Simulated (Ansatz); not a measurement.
# C3H6FN: the cost of one run

Program: Ansatz 0.2.0. Level of theory: RKS B3LYP-D4/6-31G*. These are calculated values, not measurements.

**1. The system as given**

Bond lengths: C1–C2 1.283 Å, C2–N3 1.383 Å, C2–C4 1.513 Å, C4–F5 1.301 Å, C1–H6 1.143 Å, C1–H7 1.096 Å, N3–H8 1.072 Å, N3–H9 1.016 Å, C4–H10 1.135 Å, C4–H11 1.142 Å. Angles (14 of 15 angles, heavy atoms first): C1–C2–N3 121.8°, C1–C2–C4 121.8°, N3–C2–C4 116.3°, C2–C4–F5 113.7°, C2–C1–H6 123.3°, C2–C1–H7 125.0°, C2–N3–H8 110.6°, C2–N3–H9 111.5°, C2–C4–H10 108.5°, C2–C4–H11 111.4°, F5–C4–H10 108.7°, F5–C4–H11 111.4°, H6–C1–H7 111.6°, H8–N3–H9 107.3°.

Structure file:

```xyz
11

C    -0.7285    1.2112    0.1069
C    -0.1189    0.1194   -0.1793
N     0.5079   -0.0668   -1.3977
C     0.0479   -0.9903    0.8356
F     1.2704   -1.4236    0.9416
H    -0.8427    2.0781   -0.6295
H    -1.2541    1.4092    1.0483
H     1.3913   -0.6619   -1.2811
H     0.7905    0.8169   -1.8106
H    -0.6194   -1.8568    0.5337
H    -0.3791   -0.6923    1.8525
```

**2. End point A**

input.yaml reads:

```yaml
crystal:
  periodic: [false, false, false]
  atoms:
    - { symbol: C, position_ang: [-0.7285, 1.2112, 0.1069] }
    - { symbol: C, position_ang: [-0.1189, 0.1194, -0.1793] }
    - { symbol: "N", position_ang: [0.5079, -0.0668, -1.3977] }
    - { symbol: C, position_ang: [0.0479, -0.9903, 0.8356] }
    - { symbol: F, position_ang: [1.2704, -1.4236, 0.9416] }
    - { symbol: H, position_ang: [-0.8427, 2.0781, -0.6295] }
    - { symbol: H, position_ang: [-1.2541, 1.4092, 1.0483] }
    - { symbol: H, position_ang: [1.3913, -0.6619, -1.2811] }
    - { symbol: H, position_ang: [0.7905, 0.8169, -1.8106] }
    - { symbol: H, position_ang: [-0.6194, -1.8568, 0.5337] }
    - { symbol: H, position_ang: [-0.3791, -0.6923, 1.8525] }
basis:
  gaussian: { orbitals: "6-31G*" }
hamiltonian:
  xc: b3lyp
  dispersion: d4
relax:
  f_tol: 0.015
  max_steps: 40
```

Command:

```sh
$ ansatz run input.yaml --threads 1 --pin off --max-ram 2048MiB --backend cpu --events-out ev --progress --plain --runs-dir out
```

**Question.** How long does this run take on 1 thread of Arm Neoverse V1, shared host, and how much memory does it need?

About 39 s, with a peak of 0.17 GiB.
